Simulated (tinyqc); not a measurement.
Ways to converge the cycle: SCF convergence aids in the sto-3g basis, for BH, spin multiplicity 3. Computed by the program tinyqc with PySCF. UHF with one setting changed at a time; a run stops when the energy changes by less than 1e-09 hartree and the error matrix is below 1e-5. The start is the Wolfsberg-Helmholz matrix. Damping d keeps d of the old density; a shift (hartree) raises the virtual levels; DIIS n extrapolates F over n matrices.

Geometry (angstrom):
```
atom,x,y,z
B,0.0000,0.0000,0.0000
H,0.0000,0.0000,2.0660
```

lowest solution found by these runs and by PySCF with stability checks = -24.624100 hartree

Largest element of the error matrix X^T (FDS - SDF) X:
```
iteration,plain,damping 0.3,damping 0.6,shift 0.4,DIIS 3,DIIS 8
1,2.6e-01,2.6e-01,2.6e-01,2.6e-01,2.6e-01,2.6e-01
2,1.4e-01,6.6e-02,1.5e-01,1.4e-01,1.4e-01,1.4e-01
3,9.5e-02,1.0e-01,9.5e-02,8.5e-02,1.2e-01,1.2e-01
4,7.7e-02,1.0e-01,8.1e-02,1.1e-01,1.1e-01,1.1e-01
5,4.2e-02,8.4e-02,8.8e-02,1.2e-01,3.4e-02,3.4e-02
6,1.8e-02,6.0e-02,9.3e-02,1.1e-01,1.4e-02,1.1e-02
8,3.0e-03,2.4e-02,8.0e-02,6.0e-02,9.1e-04,5.2e-04
10,8.0e-04,8.1e-03,5.7e-02,2.5e-02,1.7e-05,1.6e-05
14,7.2e-05,1.4e-03,2.2e-02,6.3e-03,-,-
20,-,1.5e-04,4.4e-03,8.0e-04,-,-
30,-,-,6.1e-04,2.4e-05,-,-
45,-,-,3.1e-05,-,-,-
```

How each run ends:
```
run,iterations,E (hartree),state
plain,18,-24.55093,higher
damping 0.3,28,-24.55093,higher
damping 0.6,51,-24.55093,higher
shift 0.4,33,-24.55093,higher
DIIS 3,12,-24.55093,higher
DIIS 8,12,-24.55093,higher
```

What does the comparison show, and why?

No run reaches the lowest solution found. Ending on a higher stationary point: plain, damping 0.3, damping 0.6, shift 0.4, DIIS 3, DIIS 8; a small error matrix cannot reveal that, and an occupation fixed by the start is kept by symmetry or by the shape of the basin. Plain steps already contract here, so damping only slows them. DIIS 3 and DIIS 8 gain by cancelling the error over several earlier matrices, much as a quasi-Newton step does.
